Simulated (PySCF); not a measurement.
Dithiane, C4H8S2.
Atom-mapped SMILES: `[CH2:1]1[CH2:2][CH2:3][S:4][S:5][CH2:6]1`

Cartesian coordinates in Å at the PBE0-D3(BJ)/def2-SVP level; atoms count from 1:
```xyz
14
C4H8S2 angstrom
C      0.595   -0.827   -0.374
C     -0.823   -0.684    0.179
C     -1.480    0.667   -0.071
S     -0.608    2.034    0.754
S      1.200    1.888   -0.249
C      1.606    0.168    0.180
H      0.574   -0.729   -1.473
H      0.956   -1.846   -0.156
H     -0.816   -0.875    1.266
H     -1.456   -1.467   -0.273
H     -1.550    0.897   -1.146
H     -2.499    0.687    0.348
H      1.699    0.094    1.275
H      2.602   -0.004   -0.258
```

Probes without a nucleus sit at each ring's centroid and 1 Å off its mean plane on both sides; NICS is minus the shielding there, NICSzz its component along the normal. Level: GIAO PBE0/pcSseg-1 (PySCF, non-relativistic, gas phase) on the PBE0-D3(BJ)/def2-SVP geometry, one conformer.

Ring bond lengths (Å), with Mayer bond orders in brackets: C1–C2 1.529 (1.04), C2–C3 1.523 (1.01), C3–S4 1.819 (0.98), S4–S5 2.073 (1.00), S5–C6 1.819 (0.98), C6–C1 1.523 (1.01).

Task: Give the NICS values of each ring in ppm.

Result: 
```tsv
ring	type	NICS(0)	NICS(1), two faces	NICS(1)zz, two faces	rms pucker (Å)	centre to ring atoms, mean (Å)
C1–C2–C3–S4–S5–C6	6-membered ring with 2 S; formal bonds all single	-2.4	-2.0 / -2.0	5.2 / 5.2	0.31	1.63
```

Task: What do they say, and how far can they be read as aromaticity?

Result: 
- C1–C2–C3–S4–S5–C6: mean NICS(1)zz 5.2 ppm, deshielded. C1, C2, C3, C6 have four or more neighbours; no verdict on aromaticity is drawn.

Task: At the first NICS(1) probe listed for ring C1–C2–C3–S4–S5–C6, 1 Å off the ring, what do the in-plane components average?

Result: The isotropic value is a third of the trace: (3 × -2.0 − (5.2))/2 = -5.6 ppm.

Task: How do the values depend on the level or the medium?

Result: 
| level | NICS(0), C1–C2–C3–S4–S5–C6 | mean NICS(1)zz, C1–C2–C3–S4–S5–C6 |
| --- | --- | --- |
| PBE0/pcSseg-1, gas | -2.4 | 5.2 |
| WP04/pcSseg-2, gas | -2.0 | 5.7 |

The geometry is the same throughout.
